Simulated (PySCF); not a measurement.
Record of a relaxation.

Compound: C₅H₉N.
Bonds: C1–C2 (double), C2–N3, N3–C4 (double), C4–C5, C4–C6. Hydrogens: H7, H8 on C1; H9 on C2; H10, H11, H12 on C5; H13, H14, H15 on C6.

Method: PBE0-D3(BJ)/def2-SVP geometry optimisation, gas phase in PySCF; density fitting, grid level 1; the optimiser is geomeTRIC in internal coordinates, started from a GFN2-xTB structure with every atom displaced at random (about 0.01 Å). The frame can shift and turn from step to step; on so coarse a grid that alone can change the energy by a few meV, and forces under 0.02 eV/Å are noise.

Step 0: E = -6807.7405 eV, largest atomic force 5.731 eV/Å
```
atom  x, y, z in Å  |  force x, y, z in eV/Å
C1      2.401   -0.627    0.120   -1.578   1.225   0.320
C2      1.629    0.259    0.793    0.508  -0.174   0.042
N3      0.491    0.894    0.323    4.705   1.773   1.487
C4     -0.540    0.379   -0.048   -5.266  -1.714  -1.474
C5     -0.925   -1.091    0.026    0.545   0.801   1.048
C6     -1.643    1.277   -0.596    0.168  -0.615   0.387
H7      2.099   -0.953   -0.860   -0.105  -0.255  -0.604
H8      3.342   -0.937    0.490    1.110  -0.425   0.561
H9      1.961    0.657    1.773   -0.052  -0.195  -0.288
H10    -1.916   -1.213    0.478   -0.193   0.070  -0.093
H11    -0.200   -1.626    0.643    0.153  -0.244   0.010
H12    -0.930   -1.510   -0.959   -0.103  -0.529  -0.975
H13    -1.298    2.300   -0.683    0.240   0.445  -0.043
H14    -2.527    1.261    0.067    0.072  -0.093  -0.059
H15    -1.957    0.911   -1.575   -0.204  -0.068  -0.320
```

Step 1: E = -6807.9597 eV, largest atomic force 1.191 eV/Å
```
atom  x, y, z in Å  |  force x, y, z in eV/Å
C1      2.450   -0.379   -0.073    0.288  -0.333   0.023
C2      1.630    0.268    0.766    0.012   0.147   0.035
N3      0.463    0.912    0.418   -1.065  -0.172  -0.439
C4     -0.624    0.342    0.025    1.079   0.334   0.375
C5     -0.837   -1.142    0.031   -0.199  -0.174  -0.220
C6     -1.761    1.192   -0.453    0.029   0.092  -0.009
H7      2.186   -0.568   -1.119    0.018   0.112   0.069
H8      3.433   -0.717    0.279   -0.212   0.009  -0.086
H9      1.955    0.457    1.798   -0.004   0.030   0.011
H10    -1.823   -1.368    0.468   -0.005  -0.047  -0.016
H11    -0.057   -1.667    0.594    0.069  -0.013   0.020
H12    -0.845   -1.549   -0.999   -0.019   0.100   0.154
H13    -1.449    2.244   -0.512   -0.027  -0.081   0.038
H14    -2.627    1.105    0.225    0.015  -0.006  -0.001
H15    -2.101    0.856   -1.447    0.020   0.002   0.043
```

Step 2: E = -6807.9778 eV, largest atomic force 0.380 eV/Å
```
atom  x, y, z in Å  |  force x, y, z in eV/Å
C1      2.454   -0.435   -0.009   -0.216   0.028  -0.067
C2      1.640    0.338    0.726    0.266  -0.086   0.159
N3      0.469    0.956    0.335   -0.176  -0.334  -0.045
C4     -0.599    0.344   -0.007    0.054   0.297  -0.013
C5     -0.829   -1.141   -0.030    0.156  -0.038   0.111
C6     -1.769    1.186   -0.411   -0.115   0.035  -0.154
H7      2.187   -0.707   -1.034    0.071  -0.019  -0.040
H8      3.411   -0.779    0.389   -0.042   0.024  -0.011
H9      1.961    0.627    1.736   -0.010   0.032   0.018
H10    -1.793   -1.383    0.446    0.024   0.019   0.004
H11    -0.021   -1.688    0.472    0.015  -0.026   0.004
H12    -0.894   -1.509   -1.069    0.013   0.070   0.013
H13    -1.477    2.242   -0.456   -0.006  -0.008   0.019
H14    -2.599    1.067    0.305    0.003  -0.013   0.007
H15    -2.150    0.866   -1.394   -0.039   0.019  -0.005
```

Step 3: E = -6807.9749 eV, largest atomic force 0.362 eV/Å
```
atom  x, y, z in Å  |  force x, y, z in eV/Å
C1      2.377   -0.474   -0.012    0.053   0.087   0.122
C2      1.625    0.336    0.749    0.081  -0.076  -0.249
N3      0.470    0.978    0.344    0.022   0.272   0.238
C4     -0.595    0.377   -0.009    0.014  -0.185   0.006
C5     -0.757   -1.118   -0.023   -0.189  -0.029   0.067
C6     -1.784    1.192   -0.423    0.046  -0.065  -0.072
H7      2.095   -0.719   -1.039   -0.015  -0.010  -0.001
H8      3.320   -0.868    0.367    0.091  -0.007   0.003
H9      1.966    0.618    1.756   -0.033  -0.009  -0.044
H10    -1.710   -1.402    0.452   -0.017  -0.003  -0.008
H11     0.076   -1.627    0.480   -0.068   0.026  -0.031
H12    -0.804   -1.482   -1.061   -0.006  -0.021  -0.047
H13    -1.519    2.255   -0.458    0.014   0.031   0.009
H14    -2.615    1.049    0.288    0.013  -0.015   0.012
H15    -2.154    0.870   -1.410   -0.006   0.006  -0.006
```

Step 4: E = -6807.9862 eV, largest atomic force 0.147 eV/Å
```
atom  x, y, z in Å  |  force x, y, z in eV/Å
C1      2.412   -0.458   -0.011    0.019   0.038   0.041
C2      1.638    0.340    0.740   -0.018  -0.076  -0.124
N3      0.470    0.966    0.342   -0.018   0.040   0.121
C4     -0.597    0.362   -0.006    0.027   0.012  -0.008
C5     -0.793   -1.129   -0.026   -0.021  -0.005   0.069
C6     -1.779    1.188   -0.419    0.011  -0.024  -0.066
H7      2.144   -0.716   -1.038   -0.022  -0.009   0.004
H8      3.361   -0.829    0.378    0.051   0.011  -0.004
H9      1.972    0.630    1.746   -0.019  -0.005  -0.015
H10    -1.751   -1.393    0.449    0.000   0.005  -0.001
H11     0.029   -1.660    0.474   -0.014   0.005  -0.008
H12    -0.848   -1.488   -1.066   -0.002  -0.002  -0.024
H13    -1.503    2.249   -0.455    0.004   0.013   0.009
H14    -2.609    1.053    0.294    0.004  -0.008   0.007
H15    -2.154    0.870   -1.405   -0.002   0.004  -0.001
```

Step 5: E = -6807.9874 eV, largest atomic force 0.163 eV/Å
```
atom  x, y, z in Å  |  force x, y, z in eV/Å
C1      2.426   -0.437   -0.035   -0.082   0.045  -0.059
C2      1.633    0.315    0.743    0.011   0.040   0.158
N3      0.461    0.952    0.379    0.058  -0.013  -0.120
C4     -0.605    0.358    0.012    0.035  -0.032  -0.003
C5     -0.807   -1.132    0.002   -0.038  -0.007  -0.025
C6     -1.772    1.188   -0.435   -0.004  -0.009   0.057
H7      2.157   -0.657   -1.071    0.015  -0.025  -0.014
H8      3.388   -0.797    0.335   -0.008   0.005   0.008
H9      1.962    0.568    1.760    0.020   0.001   0.015
H10    -1.776   -1.387    0.460   -0.002   0.004   0.001
H11     0.001   -1.663    0.522   -0.004   0.011  -0.011
H12    -0.844   -1.499   -1.037   -0.008  -0.021  -0.006
H13    -1.489    2.247   -0.469    0.000   0.004   0.002
H14    -2.618    1.061    0.261   -0.013   0.004  -0.008
H15    -2.127    0.867   -1.427    0.020  -0.006   0.004
```

Step 6: E = -6807.9885 eV, largest atomic force 0.080 eV/Å
```
atom  x, y, z in Å  |  force x, y, z in eV/Å
C1      2.418   -0.429   -0.034    0.062  -0.030   0.042
C2      1.637    0.321    0.756   -0.012   0.012  -0.069
N3      0.465    0.950    0.379   -0.046  -0.023   0.033
C4     -0.599    0.351    0.012   -0.014   0.046  -0.003
C5     -0.813   -1.138   -0.001    0.033  -0.003  -0.003
C6     -1.763    1.184   -0.434   -0.020   0.008   0.010
H7      2.135   -0.659   -1.065    0.000   0.012   0.005
H8      3.388   -0.782    0.321   -0.004  -0.018  -0.001
H9      1.974    0.584    1.768    0.001  -0.002  -0.013
H10    -1.783   -1.384    0.458    0.004   0.006   0.005
H11    -0.008   -1.675    0.517    0.005  -0.005  -0.001
H12    -0.855   -1.503   -1.041   -0.003  -0.002   0.005
H13    -1.478    2.243   -0.466   -0.003  -0.003   0.001
H14    -2.612    1.057    0.258   -0.004   0.000  -0.007
H15    -2.115    0.865   -1.428    0.003   0.002  -0.004
```

Step 7: E = -6807.9891 eV, largest atomic force 0.027 eV/Å
```
atom  x, y, z in Å  |  force x, y, z in eV/Å
C1      2.424   -0.444   -0.021    0.001  -0.005  -0.007
C2      1.638    0.328    0.742    0.003   0.000  -0.012
N3      0.467    0.956    0.359   -0.017  -0.013   0.017
C4     -0.600    0.357    0.002    0.015   0.005   0.004
C5     -0.806   -1.133   -0.014   -0.006   0.000   0.010
C6     -1.775    1.187   -0.424    0.009   0.001  -0.020
H7      2.153   -0.699   -1.050   -0.003   0.008   0.001
H8      3.386   -0.798    0.356   -0.002   0.002  -0.002
H9      1.972    0.608    1.750   -0.002   0.003   0.002
H10    -1.768   -1.386    0.459    0.000  -0.004   0.003
H11     0.009   -1.668    0.490    0.003  -0.002   0.002
H12    -0.862   -1.496   -1.054   -0.003   0.008   0.003
H13    -1.496    2.248   -0.453   -0.001  -0.001   0.003
H14    -2.616    1.052    0.276    0.005  -0.006  -0.001
H15    -2.135    0.872   -1.417   -0.002   0.005  -0.004
```

Step 8: E = -6807.9894 eV, largest atomic force under 0.02 eV/Å
```
atom  x, y, z in Å  |  force x, y, z in eV/Å
C1      2.423   -0.438   -0.029   -0.006   0.005  -0.003
C2      1.637    0.324    0.745   -0.009  -0.002   0.007
N3      0.465    0.954    0.369    0.014   0.004  -0.005
C4     -0.601    0.356    0.007    0.002  -0.003  -0.002
C5     -0.808   -1.134   -0.006   -0.001   0.000   0.002
C6     -1.771    1.186   -0.430    0.000  -0.002   0.005
H7      2.150   -0.675   -1.061   -0.001  -0.005   0.000
H8      3.385   -0.796    0.341    0.003   0.004  -0.001
H9      1.972    0.593    1.757    0.000  -0.001   0.000
H10    -1.772   -1.386    0.463    0.001   0.001   0.003
H11     0.005   -1.669    0.503    0.000   0.001  -0.003
H12    -0.859   -1.499   -1.045   -0.004  -0.002  -0.001
H13    -1.491    2.247   -0.457    0.000   0.001   0.002
H14    -2.617    1.052    0.265   -0.003  -0.003  -0.003
H15    -2.125    0.871   -1.425    0.004   0.002  -0.002
```

Task: Summarise the path.

Result: The energy falls by 5.74 kcal/mol from step 0 to step 8; nine tenths of that is first reached at step 2. It rises by more than 0.2 meV at step 3. The largest force goes from 5.731 to under 0.02 eV/Å. Among the bonds N3=C4 changes most, from 1.211 to 1.274 Å; the atoms move by 0.048 Å rms after alignment.

Task: Follow the three bonds and two angles with the largest change from start to end.

Result: 
```csv
step,E above end (kcal/mol),largest force (eV/Å),N3=C4 (Å),C1–H8 (Å),C5–H12 (Å),H10–C5–H12 (°),C4–C5–H11 (°)
0,5.74,5.731,1.211,1.058,1.071,109.4,109.4
1,0.69,1.191,1.288,1.098,1.108,106.6,112.0
2,0.27,0.380,1.278,1.092,1.103,106.4,111.8
3,0.33,0.362,1.273,1.090,1.101,106.6,112.0
4,0.07,0.147,1.275,1.091,1.102,106.6,112.1
5,0.05,0.163,1.274,1.091,1.102,106.6,112.1
6,0.02,0.080,1.274,1.092,1.103,106.6,112.1
7,0.01,0.027,1.275,1.092,1.103,106.6,112.1
8,0.00,under 0.02,1.274,1.091,1.102,106.6,112.1
```

The cost below is that of the whole optimisation. On an AMD EPYC 7571 with one thread, on a shared host, this took 99 s of wall time and 0.51 GiB of memory at its peak.
